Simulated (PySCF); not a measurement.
**Ionisation energy of Li by level of theory**

Li [He] 2s1 (2S) → Li⁺ 1s2 (1S), as a difference of total energies. Computed with PySCF 2.14 in aug-cc-pCVQZ (9s8p6d4f2g, 109 functions), with the non-relativistic Hamiltonian (point nucleus). Correlated levels: valence and next inner shell: nothing frozen. The calculations carry no spin-orbit coupling.

| method | ionisation energy (eV) |
| --- | --- |
| UHF | 5.343 |
| LDA | 5.473 |
| PBE | 5.589 |
| PBE0 | 5.571 |
| r2SCAN | 5.393 |
| LC-wPBE | 5.580 |
| wB97X-V | 5.457 |
| wB97X | 5.315 |
| MP2 (valence and next inner shell) | 5.382 |
| SCS-MP2 (valence and next inner shell) | 5.377 |

Question: How much does correlation contribute at MP2 (valence and next inner shell)?

Answer: 5.382 − (5.343) = 0.039 eV, measured against UHF.

Errors of the correlated levels include the incompleteness of this basis.

For comparison: 5.392 eV (measured; NIST Atomic Spectra Database, ionization energies).
